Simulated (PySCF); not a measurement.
**Polarisability of `O=C([O-])C=C=S`**

Compound: C3HO2S (charge -1).
Structure used (GFN2-xTB), in Å, numbered top down from 1:
```
atom  x, y, z in Å
O1    -1.545    0.149    1.224
C2    -1.166   -0.246    0.148
O3    -1.557   -0.989   -0.719
C4     0.272    0.528   -0.314
C5     1.375    0.000   -0.013
S6     2.628   -0.857    0.480
H7    -0.003    1.420   -0.833
```

Level: PBE0/def2-SVPD (PySCF), static field, nuclei fixed, core orbitals frozen in the response. The polarisability tensor in these axes (au):

```
x   126.21 -12.61   6.93
y   -12.61  62.67  -0.12
z     6.93  -0.12  62.32
```

Problem. What are the eigenvalues, a third of the trace, and Δα (Δα² = ½Σ(αi − αj)² over the three pairs)?

Solution. Principal values 59.59, 62.30 and 129.32 au; mean 83.74 au = 12.41 Å³ = 13.81 × 10⁻⁴⁰ C²·m²/J; Δα = 68.42 au (82 % of the mean).

Problem. What are the principal values of the traceless quadrupole moment, Θ = ½Σq(3rr − r²1), about the centre of nuclear charge?

Solution. -19.71, 1.55, 18.16 D·Å. The values depend on the origin, since the species is charged. The electronic extent ⟨r²⟩ about the same centre is 829 bohr², a root-mean-square distance of 2.11 Å for the 52 electrons.

Problem. Sum over states: ᾱ = Σ f/ω², ω in Eh. What share falls to these 6 lowest TDDFT singlets (eV, f)? 2.63, 0.0005; 4.24, 0.2040; 4.60, 0.0029; 4.82, 0.0053; 4.98, 0.0216; 5.24, 0.0028.

Solution. They add up to 9.43 au, 11.3 % of the 83.74 au; the largest single term is 8.39 au, from the state at 4.24 eV. Terms in order: 0.05, 8.39, 0.10, 0.17, 0.64, 0.07 au. Higher excitations give the rest. The strengths listed sum to 0.237.

Problem. Rayleigh depolarisation ratio (linearly polarised light, static tensor)?

Solution. ρ = 3Δα²/(45ᾱ² + 4Δα²) = 14044.1/(315528 + 18725.4) = 0.042.

Isolated species at its GFN2-xTB geometry, gas phase.

These values come from a run that also computed excited states. On Intel Xeon at 2.50 GHz, one thread, no GPU, shared host with 64 logical CPUs at a one-minute load of 53, this took 45 s wall, 22 s CPU and 0.62 GiB of memory at its peak.
